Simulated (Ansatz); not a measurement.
A made-up structure of SiH₃S (charge +1), closed shell:

```csv
atom,x (Å),y (Å),z (Å)
Si1,-0.4237,-0.5129,-0.1209
S2,0.6857,1.3967,-0.6459
H3,-0.2289,-1.2304,1.3504
H4,-1.4186,-1.1286,-1.2794
H5,1.3855,1.4753,0.6957
```

It is relaxed with PBE-D4/def2-SVP and then PBE0-D4/def2-TZVP (Ansatz 0.2.0). Atoms count as bonded within 1.22 times the sum of their covalent radii (H–H: 0.88 Å). The end point is not checked to be a true minimum.

(1) Does its bonding change? (Judge from chemistry; the calculation decides.)

## Answers

(1) The calculation gives: No: no bond forms or breaks.

Where it ends: The first stage lowers the energy by 0.88 eV in 6 steps. It ends as SiH₃S ([SiH2][SH]), total charge +1:
```
atom    x (Å)    y (Å)    z (Å)
 Si1  -0.3782  -0.4578  -0.1082
  S2   0.6123   1.2472  -0.5766
  H3  -0.2045  -1.0986   1.2055
  H4  -1.2666  -1.0078  -1.1421
  H5   1.2370   1.3170   0.6214
```

Labels in which every atom is bracketed show which atoms are joined, not bond orders.

For scale, one of the runs: PBE0-D4/def2-TZVP relaxation, 92 basis functions, launched by `ansatz run in.yaml --threads 2 --pin off --events-out ev --progress --plain --max-ram 4352MiB`. Hardware: 2 CPU threads of an Arm Neoverse V2, shared host. Wall time about 4.5 s.
